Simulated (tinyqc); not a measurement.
Inside a calculation. Method: ROHF in the sto-6g basis, for BH2, spin multiplicity 2. One step of it, computed by the program tinyqc.

Question. Iteration 1: Roothaan effective Fock matrix. With projectors Pc = D(beta) S, Po = (D(alpha) - D(beta)) S, Pv = 1 - D(alpha) S, the block xy is Px^T F Py; with Fc = (F(alpha) + F(beta))/2, the blocks are Fc for cc, oo, vv and cv, F(beta) for co and F(alpha) for ov.

F(alpha) (hartree), lower triangle:
```
            1B 1s      1B 2s    1B 2px     1B 2py     1B 2pz      2H 1s      3H 1s
1B 1s   -7.802831
1B 2s   -2.157167  -1.179631
1B 2px   0.000000   0.000000  0.174955
1B 2py  -0.000068  -0.000445  0.000000  -0.003857
1B 2pz  -0.010222  -0.088951  0.000000  -0.000227   0.125900
2H 1s   -0.452263  -0.577799  0.000000  -0.259320  -0.147783  -0.380446
3H 1s   -0.449988  -0.576056  0.000000   0.258764  -0.147504  -0.167730  -0.379055
```

F(beta) (hartree), lower triangle:
```
            1B 1s      1B 2s    1B 2px     1B 2py     1B 2pz      2H 1s      3H 1s
1B 1s   -6.938310
1B 2s   -2.008847  -0.962920
1B 2px   0.000000   0.000000  0.246191
1B 2py  -0.000054  -0.000373  0.000000   0.099151
1B 2pz  -0.008045  -0.072493  0.000000  -0.000194   0.205833
2H 1s   -0.417725  -0.470044  0.000000  -0.198103  -0.113282  -0.226612
3H 1s   -0.415626  -0.468612  0.000000   0.197700  -0.113081  -0.136813  -0.225423
```

D(alpha) at the start, lower triangle:
```
            1B 1s      1B 2s    1B 2px     1B 2py    1B 2pz     2H 1s     3H 1s
1B 1s    1.237835
1B 2s   -0.301422   1.142137
1B 2px   0.000000   0.000000  0.182989
1B 2py   0.000024  -0.000079  0.000000   0.151812
1B 2pz   0.009008  -0.029836  0.000000  -0.000017  0.174671
2H 1s   -0.021599   0.083400  0.000000   0.027504  0.012183  0.539937
3H 1s   -0.021572   0.083318  0.000000  -0.027526  0.012194  0.009301  0.540032
```

D(beta) at the start, lower triangle:
```
            1B 1s      1B 2s    1B 2px     1B 2py    1B 2pz     2H 1s     3H 1s
1B 1s    0.928376
1B 2s   -0.226067   0.856603
1B 2px   0.000000   0.000000  0.137241
1B 2py   0.000018  -0.000059  0.000000   0.113859
1B 2pz   0.006756  -0.022377  0.000000  -0.000012  0.131003
2H 1s   -0.016200   0.062550  0.000000   0.020628  0.009137  0.404953
3H 1s   -0.016179   0.062488  0.000000  -0.020645  0.009146  0.006976  0.405024
```

overlap S, lower triangle:
```
           1B 1s     1B 2s    1B 2px     1B 2py    1B 2pz     2H 1s     3H 1s
1B 1s   1.000000
1B 2s   0.264891  1.000000
1B 2px  0.000000  0.000000  1.000000
1B 2py  0.000000  0.000000  0.000000   1.000000
1B 2pz  0.000000  0.000000  0.000000   0.000000  1.000000
2H 1s   0.053552  0.419627  0.000000   0.397112  0.208191  1.000000
3H 1s   0.053281  0.418544  0.000000  -0.396391  0.207797  0.072126  1.000000
```

Give: effective F.

Answer.

effective F (hartree), lower triangle:
```
          1B 1s    1B 2s  1B 2px   1B 2py   1B 2pz    2H 1s    3H 1s
1B 1s   -7.1123
1B 2s   -2.0247  -0.9461
1B 2px   0.0000   0.0000  0.2084
1B 2py   0.0000  -0.0004  0.0000   0.0478
1B 2pz  -0.0051  -0.0660  0.0000  -0.0002   0.1653
2H 1s   -0.4242  -0.4485  0.0000  -0.2280  -0.1224  -0.2563
3H 1s   -0.4221  -0.4471  0.0000   0.2275  -0.1222  -0.1063  -0.2552
```
